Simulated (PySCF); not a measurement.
Methylcyclopentane, `C1CCCC1C`. Theory: PySCF 2.14.0, PBE0-D3(BJ)/def2-SVP geometry optimisation, gas phase.

```
atom  x, y, z in Å
C1     2.0708   -0.6173   -0.1473
C2     0.5561   -0.5383   -0.1765
C3    -0.1009   -0.2512    1.1757
C4    -1.5361    0.1757    0.8358
C5    -1.4881    0.6783   -0.6284
C6    -0.0173    0.5797   -1.0487
H7     2.4849   -0.8128   -1.1488
H8     2.4207   -1.4199    0.5210
H9     2.5046    0.3302    0.2140
H10    0.1562   -1.5000   -0.5524
H11    0.4432    0.5787    1.6607
H12   -0.0554   -1.1078    1.8663
H13   -1.9072    0.9454    1.5293
H14   -2.2257   -0.6781    0.9267
H15   -2.1097    0.0364   -1.2724
H16   -1.8827    1.6996   -0.7378
H17    0.5148    1.5188   -0.8122
H18    0.1154    0.3995   -2.1271
```

Task: Which two atoms are farthest apart?

Result: H8···H16, 5.46 Å; the next longest distance is 5.44 Å.

Task: How far are the heavy atoms from their best plane (unweighted least squares)?

Result: 0.175 Å rms; C1 0.07, C2 0.34, C3 0.16, C4 0.02, C5 0.05, C6 0.18 Å (magnitudes).

Task: Work out the bond lengths C3–C4, C3–H12, C4–H14, C6–H17, C6–H18 in bohr.

Result: For C3–C4 the difference vector is (-1.4352, 0.4269, -0.3399) Å, of length 1.5354 Å. 1 bohr = 0.529177 Å. C3–C4 2.902; C3–H12 2.081; C4–H14 2.081; C6–H17 2.088; C6–H18 2.081 bohr.

Task: Give the dihedral angles C3–C4–C5–C6, C1–C2–C3–H12, C1–C2–C3–H11.

Result: C3–C4–C5–C6 -3° (synperiplanar); C1–C2–C3–H12 -72° (synclinal); C1–C2–C3–H11 46° (synclinal). Dihedral signs follow IUPAC: positive where, seen along the central bond, the front bond turns clockwise onto the rear one.

Task: Where is the centre of mass (commonest isotopes), and what is the radius of gyration?

Result: Mass 84.094 u; centre at (-0.068, 0.004, 0.002) Å; Rg = √(Σ m r²/M) = 1.689 Å. As Ia + Ib + Ic = 2 Σ m r², the three principal moments sum to 480.0 u·Å².

Task: How far apart are these pairs, which share no bond: C1···H15, C2···H15, C6···H8, C6···H12, H7···H14, H12···H16?

Result: C1···H15 4.378 Å (4 bonds apart); C2···H15 2.939 Å (3 bonds apart); C6···H8 3.522 Å (3 bonds apart); C6···H12 3.368 Å (3 bonds apart); H7···H14 5.149 Å (5 bonds apart); H12···H16 4.243 Å (4 bonds apart).

Task: What are the angles C2–C1–H9, H7–C1–H8, H8–C1–H9, C3–C2–C6, C3–C4–H14, C4–C5–H15?

Result: From the scalar product of the two bond vectors; for C2–C1–H9 it is -0.5928 Å² over 1.5170 × 1.1029 Å², cos θ = -0.3543. C2–C1–H9 110.7°; H7–C1–H8 107.6°; H8–C1–H9 107.6°; C3–C2–C6 101.9°; C3–C4–H14 110.6°; C4–C5–H15 110.3°.

Task: What is the repulsion energy of the bare nuclei, Σ ZA·ZB/RAB?

Result: 253.18 Eh over 153 pairs, with full nuclear charges and distances in bohr; the largest single term is 12.56 Eh (C1 with C2).

Task: Write the matrix of distances between heavy atoms (Å, lower triangle).

Result: 
```
C1    0.000
C2    1.517  0.000
C3    2.569  1.531  0.000
C4    3.822  2.431  1.535  0.000
C5    3.818  2.421  2.458  1.549  0.000
C6    2.570  1.530  2.376  2.454  1.533  0.000
```

No frequency check. The numbers are those of one conformer.
